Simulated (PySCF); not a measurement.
# Field gradients at the hydrogen positions

Compound: H₆OPSi (charge +1).
Z-matrix (Å and degrees, GFN2-xTB geometry), rows numbered from 1:
```
O 
Si  1  1.5967
P   2  2.3487  1   93.33
H   1  0.9561  2  131.73  3   179.70
H   2  1.4548  1  115.41  3  -107.00
H   2  1.4548  1  115.52  3   106.97
H   3  1.3767  2  116.89  1    52.87
H   3  1.3768  2  117.35  1   -66.24
H   3  1.3760  2  117.98  1   173.22
```

Level: PBE0/pcSseg-1 (PySCF, non-relativistic); Q(2H) = 0.00286 b; rigid geometry, the same for H and D, with no vibrational averaging.

Task: Rank these positions by the coupling χzz of a deuteron there, largest first.
A. H4 (hydroxyl hydrogen)
B. H7 (P–H hydrogen)
C. H5 (Si–H hydrogen)

Result: A (331 kHz), B (137 kHz), C (104 kHz).

Task: Tabulate Vzz, the asymmetry η and χzz = 234.96 MHz × Q × Vzz for every hydrogen position.

Result: 
```json
{"atom": "H4", "bonded to": "O1", "bond length (Å)": "0.956", "Vzz (au)": "0.4931", "η": "0.05", "χzz (kHz)": "331"}
{"atom": "H5", "bonded to": "Si2", "bond length (Å)": "1.455", "Vzz (au)": "0.1547", "η": "0.04", "χzz (kHz)": "104"}
{"atom": "H6", "bonded to": "Si2", "bond length (Å)": "1.455", "Vzz (au)": "0.1545", "η": "0.04", "χzz (kHz)": "104"}
{"atom": "H7", "bonded to": "P3", "bond length (Å)": "1.377", "Vzz (au)": "0.2043", "η": "0.02", "χzz (kHz)": "137"}
{"atom": "H8", "bonded to": "P3", "bond length (Å)": "1.377", "Vzz (au)": "0.2043", "η": "0.01", "χzz (kHz)": "137"}
{"atom": "H9", "bonded to": "P3", "bond length (Å)": "1.376", "Vzz (au)": "0.2042", "η": "0.01", "χzz (kHz)": "137"}
```

Task: Average by the element that carries the hydrogen.

Result: on O: 331 kHz over 1 position, mean bond length 0.956 Å; on Si: 104 kHz over 2 positions, mean bond length 1.455 Å; on P: 137 kHz over 3 positions, mean bond length 1.376 Å.

Geometry: GFN2-xTB, one conformer, isolated ion. GFN2-xTB bond lengths can be off by several hundredths of an ångström, more for odd bonds, and the gradients follow them. A larger basis could move these couplings by a tenth or more.
